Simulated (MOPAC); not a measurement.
MOPAC input (PM7):

```
PM7 PRECISE GNORM=0.05 LET XYZ UHF MS=0.5 GEO-OK AUX(PRECISION=9) THREADS=1
C4H5

C    -0.00233672 1   -0.01320033 1    0.40656095 1
C     0.00434316 1   -0.80707826 1   -0.83785496 1
C     0.00558042 1    0.70710030 1   -0.90415124 1
C    -0.00965178 1    0.02786477 1    1.68743715 1
H    -0.90729426 1   -1.32815147 1   -1.10616783 1
H     0.91840434 1   -1.32918531 1   -1.09570815 1
H     0.92166364 1    1.20832260 1   -1.19218898 1
H    -0.90657413 1    1.20935788 1   -1.20266321 1
H    -0.01381006 1    0.75153746 1    2.48477683 1
```

Problem. What heat of formation does the run end on?

Solution. 83.27 kcal/mol.
